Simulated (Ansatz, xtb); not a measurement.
# C4H7FO: which of two isomers lies lower

We compare a, `F[C@@H]1CCCO1`, a singlet, with b, `C[C@H](C=O)CF`, a singlet. Both are isolated molecules in the gas phase, relaxed with r2SCAN-D4/def2-SVP, each in the lowest conformer that the search found.

a (Å):

```tsv
atom	x (Å)	y (Å)	z (Å)
C	-0.9158	1.1786	0.0021
C	-0.1130	0.7486	-1.2132
C	-0.2713	-0.7704	-1.1187
C	-0.2245	-0.9906	0.3948
F	-2.2700	1.1464	-0.3347
O	-0.6535	0.2492	0.9863
H	-0.7133	2.1874	0.3977
H	0.9396	1.0510	-1.0806
H	-0.4953	1.1910	-2.1437
H	0.5054	-1.3327	-1.6572
H	-1.2541	-1.0621	-1.5207
H	0.7995	-1.2018	0.7523
H	-0.8844	-1.8029	0.7390
```

b (Å):

```xyz
13

C    -0.7288    0.4890   -1.0346
C    -2.1738    0.1497   -0.6555
C    -3.1486    0.9908   -1.4436
C    -2.4357    0.2776    0.8343
F    -1.5626   -0.5437    1.5260
O    -4.0307    1.6543   -0.9544
H    -0.0378   -0.1644   -0.4841
H    -0.4908    1.5342   -0.7772
H    -0.5523    0.3513   -2.1127
H    -2.3661   -0.9009   -0.9581
H    -2.9895    0.9664   -2.5585
H    -3.4702   -0.0122    1.0808
H    -2.2806    1.3193    1.1664
```

Energies in hartree; the thermal terms are from GFN2-xTB frequencies at re-optimised GFN2-xTB minima (ideal gas, soft modes damped towards free rotors, one conformer each, 298.15 K, 1 atm) and include the zero-point energy:

|  | a | b |
| --- | --- | --- |
| E, CCSD(T)/def2-SVP | −330.587424 | −330.578981 |
| E, MP2/def2-SVP | −330.509695 | −330.500467 |
| E, MP2/def2-TZVPP | −331.136131 | −331.122262 |
| zero-point energy | 0.106126 | 0.102753 |
| H(298 K) − E | 0.112625 | 0.110789 |
| G(298 K) − E | 0.076768 | 0.071395 |

Correct the CCSD(T) difference for the basis set by the MP2 change, then work out ΔE, ΔE₀, ΔH and ΔG for a → b in kJ/mol (1 Eh = 2625.50 kJ/mol) and the equilibrium ratio [b]/[a].

1. Differences b − a: CCSD(T) +0.008443, MP2 in the small set +0.009228, MP2 in the large set +0.013869 Eh.
2. ΔE = +0.008443 + (+0.013869 − (+0.009228)) = +0.013084 Eh = +34.35 kJ/mol.
3. ΔE₀ = ΔE + ΔZPE = +0.013084 + (−0.003373) Eh = +25.50 kJ/mol.
4. ΔH = ΔE + (−0.001836) Eh = +29.53 kJ/mol.
5. ΔG = ΔE + (−0.005373) Eh = +20.25 kJ/mol, so ΔS = (ΔH − ΔG)/T = +31.1 J/(mol K).
6. kT = 0.9442 mEh, so K = [b]/[a] = exp(−ΔG/kT) = exp(−8.17) ≈ 2.8 × 10^−4.

Structure a is favoured at this temperature. An error of 4 kJ/mol in ΔG would change K by a factor of 5. Mirror images and further conformers aren't counted.

As drawn, b has 1 C=O in place of 2 C–O. Structure a has a 5-membered ring, b no ring.

Other levels gave ΔE = +92.3 (GFN2-xTB); +150.5 (HF/STO-3G, GFN2-xTB geometries); +42.9 (r2SCAN-D4/def2-SVP//GFN2-xTB); +40.8 (r2SCAN-D4/def2-SVP); +24.7 (HF/def2-SVP); +24.2 (MP2/def2-SVP); +22.2 (CCSD(T)/def2-SVP) kJ/mol. The correlated steps freeze 6 core orbitals. Programs: Ansatz 0.2.0, xtb 6.7.1.
